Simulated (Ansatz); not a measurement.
We consider cubic perovskite CsSnBr₃, described by PBE0 in Ansatz (plane waves, PAW).

Numerical settings: plane-wave cutoff 460 eV, 4×4×4 k mesh, Fermi–Dirac smearing 0.01 eV, scalar-relativistic PAW data made under PBE.

Pressure at four volumes; x = ln(V/40.463 Å³). One pressure is withheld.

| V (Å³/atom) | x | P (GPa) |
|---|---|---|
| 38.484 | -0.0501 | ? |
| 39.496 | -0.0242 | 0.555 |
| 40.463 | 0.0000 | 0.022 |
| 42.535 | 0.0499 | -0.906 |

Pass a parabola P(x) through the three rows shown, estimate the bulk modulus and its pressure derivative near zero pressure, and predict the withheld pressure.

Slopes between the rows: (0.022 − (0.555))/(0.0000 − (-0.0242)) = -22.02 and (-0.906 − (0.022))/(0.0499 − (0.0000)) = -18.60 GPa. Their difference over the span 0.0741 is c = 3.42/0.0741 = 46.2 GPa, so P(x) = 0.555 + (-22.02)(x − (-0.0242)) + 46.2 (x − (-0.0242))(x − (0.0000)). At the middle row B = −dP/dx = −[-22.02 + 46.2 × 0.0242] = 20.9 GPa, and B′ = dB/dP = 2c/B = 4.4. At x = -0.0501 the parabola gives 1.185 GPa; the run gives 1.196 GPa. The Birch–Murnaghan fit to the energies at all volumes has B0 = 20.8 GPa and B′ = 4.5.

Note: the relaxation could not lower the start's symmetry, so the cell can be a saddle point above a distorted one.

Spin–orbit coupling is not included.

Ansatz is an electronic-structure program.
